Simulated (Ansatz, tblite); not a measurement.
# The cluster Mg2S+: a ladder of methods and basis sets

How do method and basis change the picture of the cluster Mg2S+ (doublet)?

Method: as each input shows; program: Ansatz 0.2.0, Gaussian basis.

Plan: GFN1-xTB, GFN2-xTB, PBE-D4/def2-TZVP, r2SCAN-D4/def2-TZVP, CAM-B3LYP-D4/def2-TZVP, B97M-V/def2-TZVP, LDA/def2-TZVP, PBE-QIDH/def2-TZVP, BHLYP-D4/def2-TZVP, PBE-D4/def2-SVP, PBE0-D4/def2-SVP, HF/STO-3G, HF/6-31G, B3LYP-D4/6-31G, CCSD(T)/def2-TZVPP, MP2/def2-TZVP, RPA/def2-TZVP.

1 further run of the same task is left out (set aside as unsound or not needed).

### Step 1. The relaxed structure

The geometry is that of the doublet, from an earlier relaxation (PBE0-D4/def2-TZVP). At that level it is the lowest of the isomers that a small search found.

3 atoms, charge 1, spin multiplicity 2.

Bond lengths: Mg1–S3 2.249 Å, Mg2–S3 2.249 Å. Angles: Mg1–S3–Mg2 123.0°.

The ion is computed in the gas phase, without counter-ions or solvent.

PBE0-D4/def2-TZVP was run before; its log isn't repeated, and its numbers join the tables.

### Step 2. GFN1-xTB

Tight binding, by tblite at 300 K electronic temperature and without a spin-polarisation term:

```python
tblite.interface.Calculator('GFN1-xTB', numbers, positions, charge=1, uhf=1).singlepoint()
```

Energy -127.4379 eV; 0.002 s.

### Step 3. GFN2-xTB

Tight binding, by tblite at 300 K electronic temperature and without a spin-polarisation term:

```python
tblite.interface.Calculator('GFN2-xTB', numbers, positions, charge=1, uhf=1).singlepoint()
```

Energy -106.1080 eV; 0.003 s.

### Step 4. PBE-D4/def2-TZVP

start.molden holds the orbitals of an earlier run on this state, given as this run's starting guess.

File in.yaml:

```yaml
crystal:
  periodic: [false, false, false]
  atoms:
    - {symbol: Mg, position_ang: [-0.259301, -0.752070, 1.844626]}
    - {symbol: Mg, position_ang: [-0.393865, 0.468511, -1.913338]}
    - {symbol: S, position_ang: [0.653166, 0.283559, 0.068712]}
basis:
  gaussian: {orbitals: def2-TZVP, initial_orbitals: start.molden}
total_charge: 1
magnetization: {spin_polarized: true, initial_magnetization: 1}
hamiltonian: {xc: pbe, dispersion: d4}
scf: {omitted_lower_state_checks: [starts]}
output: {orbitals: {seedname: orbitals}}
```

On the command line:

```sh
ansatz run in.yaml --threads 4 --pin off --events-out ev --progress --plain --max-ram 3916MiB
```

The runs that follow: r2SCAN-D4/def2-TZVP; CAM-B3LYP-D4/def2-TZVP; B97M-V/def2-TZVP; LDA/def2-TZVP; PBE-QIDH/def2-TZVP; BHLYP-D4/def2-TZVP; PBE-D4/def2-SVP; PBE0-D4/def2-SVP; HF/STO-3G; HF/6-31G; B3LYP-D4/6-31G; CCSD(T)/def2-TZVPP; MP2/def2-TZVP; RPA/def2-TZVP.

Q: Predict the results of all the runs planned. Wanted: gap in def2-TZVP, named functionals, smallest and largest; correlation energy, CCSD(T)/def2-TZVPP; correlation energy, MP2/def2-TZVP; ⟨S²⟩ in def2-TZVP, named functionals, smallest and largest; PBE0 total energy, smallest basis above largest.

As calculated:

| quantity | value |
| --- | --- |
| gap in def2-TZVP, named functionals, smallest and largest | 0.43 eV (B97M-V), 2.73 eV (CAM-B3LYP-D4) |
| correlation energy, CCSD(T)/def2-TZVPP | -15.57 eV |
| correlation energy, MP2/def2-TZVP | -14.31 eV |
| ⟨S²⟩ in def2-TZVP, named functionals, smallest and largest | 0.752, 0.768 |
| PBE0 total energy, smallest basis above largest | 7.60 eV (def2-SVP, def2-TZVP) |

What this shows: Over the named functionals in def2-TZVP the gap runs from 0.43 eV (B97M-V) to 2.73 eV (CAM-B3LYP-D4); exact exchange widens it. Over the named functionals in def2-TZVP spin contamination reaches 0.02 (CAM-B3LYP-D4), which is small. Notes on CCSD(T)/def2-TZVPP: large T1 diagnostic.
